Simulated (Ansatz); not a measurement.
# BSi+ (triplet): the correlation ladder at distance Si1–B2 = 2.517 Å, cc-pVDZ

How much of the correlation energy of BSi+ (triplet) does each wave-function method recover here?

Computed with Ansatz 0.2.0, Gaussian basis. Level: cc-pVDZ, core rule «outside noble gas», up to 6 orbitals frozen.

To be run: UHF; CCSD(T) on ROHF; CCSD(T) on UHF; BCCD(T) on ROHF; CISD; CCSDT(Q) on ROHF; CCSDT(Q) on UHF; CASSCF and MRCISD+Q, 4 electrons in 4 orbitals; CASSCF and NEVPT2, 4 electrons in 4 orbitals; CASSCF and MRCISD+Q, 6 electrons in 8 orbitals; CASSCF and NEVPT2, 6 electrons in 8 orbitals; Full CI.

17 further runs of the same task are left out: 1 for a known fault of the program, 13 that didn't finish, 3 set aside as unsound or not needed.

### Step 1. The geometry

The geometry derives from a PBE0/def2-TZVP stationary point (not a proven minimum). One bond is set to the value named and the two fragments are kept rigid.

2 atoms, charge 1, spin multiplicity 3.

Atoms are counted from 1 here; the program's logs count them from 0.

No contacts short enough for the rule that draws bonds.

### Step 2. UHF

Input file in.yaml:

```yaml
crystal:
  periodic: [false, false, false]
  atoms:
    - {symbol: Si, position_ang: [0.000000, 0.000000, 0.000000]}
    - {symbol: B, position_ang: [0.000000, 0.000000, 2.517000]}
basis:
  gaussian: {orbitals: cc-pVDZ}
total_charge: 1
magnetization: {spin_polarized: true, initial_magnetization: 2}
hamiltonian: {xc: hf}
output: {orbitals: {seedname: orbitals}}
```

Started as:

```
$ ansatz run in.yaml --threads 1 --pin off --events-out ev --progress --plain --max-ram 2393MiB
```

Further steps of the session: CCSD(T) on ROHF; CCSD(T) on UHF; BCCD(T) on ROHF; CISD; CCSDT(Q) on ROHF; CCSDT(Q) on UHF; CASSCF and MRCISD+Q, 4 electrons in 4 orbitals; CASSCF and NEVPT2, 4 electrons in 4 orbitals; CASSCF and MRCISD+Q, 6 electrons in 8 orbitals; CASSCF and NEVPT2, 6 electrons in 8 orbitals; Full CI.

Before running them: what should the planned runs give, taken together? Wanted: FCI below the RHF energy; RMP2 from FCI; UMP2 from FCI; RCCSD from FCI; RCCSD(T) from FCI; UCCSD(T) from FCI; RCCSDT(Q) from FCI; UCCSDT(Q) from FCI; NEVPT2 valence from FCI.

**Answer**, as computed:

| quantity | value |
| --- | --- |
| FCI below the RHF energy | -3.7803 eV |
| RMP2 from FCI | +1304.2 meV |
| UMP2 from FCI | +1305.5 meV |
| RCCSD from FCI | +188.9 meV |
| RCCSD(T) from FCI | +61.8 meV |
| UCCSD(T) from FCI | +60.5 meV |
| RCCSDT(Q) from FCI | +0.8 meV |
| UCCSDT(Q) from FCI | -0.1 meV |
| NEVPT2 valence from FCI | +440.6 meV |
| MRCISD+Q valence from FCI | -21.6 meV |
| levels within 1 kcal/mol (43 meV) | RCCSDT, UCCSDT, RCCSDT(Q), UCCSDT(Q), MRCISD+Q valence |
| T1 diagnostic | 0.060 |
| effectively unpaired electrons | 2.14 |

RCCSD(T) lands +61.8 meV from the yardstick (1.6 % of the correlation energy). MRCISD+Q valence falls below full CI: the +Q correction isn't variational, and the cores differ from full CI's. The occupations are near whole numbers, but T1 = 0.060 shows that the orbitals relax strongly. Of the multireference levels listed MRCISD+Q valence comes nearest in total energy (-21.6 meV), which doesn't show that its space is the better one. These misses are within one basis, not against nature; the frozen cores of restricted and unrestricted runs differ, which can shift their rows.
